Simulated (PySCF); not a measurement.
**NH from Hartree–Fock to correlated methods**

State: ³Σ⁻ (triplet), unpaired electrons π ↑↑. Set-up: basis H cc-pVTZ, N cc-pVTZ; no relativity; PySCF 2.14. De refers to H + N in their high-spin ground configurations, without counterpoise correction. The functionals are run spin-unrestricted. A positive dipole means H(−)N(+).

```
      Level  Re (Å)  ωe (cm⁻¹)  De (eV)  μ (D)  CPU s a point (SCF and correlation, without the integrals)
        UHF   1.021       3506     2.20  -1.66                                                       0.066
    UHF-MP2   1.031       3394     3.31    n/a                                                         0.1
UHF-SCS-MP2   1.032       3388     3.46    n/a                                                         n/a
   UHF-CCSD   1.037       3295     3.39    n/a                                                         n/a
UHF-CCSD(T)   1.039       3267     3.43    n/a                                                         1.2
        PBE   1.051       3162     3.80  -1.50                                                        0.33
     PBEsol   1.055       3146     3.87  -1.51                                                        0.21
     r²SCAN   1.041       3247     3.63  -1.54                                                        0.51
      M06-L   1.045       3129     3.55  -1.53                                                        0.54
       PBE0   1.039       3304     3.66  -1.56                                                        0.47
      B97-3   1.039       3295     3.65  -1.55                                                        0.26
      ωB97X   1.037       3333     3.61  -1.58                                                        0.34
```

Problem. What are the measured Re and ωe, and which levels come closest?

Solution. Re = 1.03621 Å and ωe = 3282.27 cm⁻¹ (Huber and Herzberg, Constants of Diatomic Molecules (1979)). Closest are ωB97X for the length (off by 0.001 Å) and UHF-CCSD for the frequency (off by 0.4 %).

```
      Level  error in Re (pm)  error in ωe (%)
        UHF              -1.5              6.8
    UHF-MP2              -0.5              3.4
UHF-SCS-MP2              -0.5              3.2
   UHF-CCSD               0.1              0.4
UHF-CCSD(T)               0.3             -0.5
        PBE               1.5             -3.7
     PBEsol               1.9             -4.1
     r²SCAN               0.5             -1.1
      M06-L               0.9             -4.7
       PBE0               0.3              0.7
      B97-3               0.3              0.4
      ωB97X               0.1              1.6
```

Correlated steps freeze 1 core orbital. The state is the lowest determinant that a PBE0 search found; another state may lie lower at other levels.

The whole job (state search and all levels along the bond) took about 0.86 min on 1 thread of Arm Neoverse V2 (shared host), peak memory 0.54 GiB.
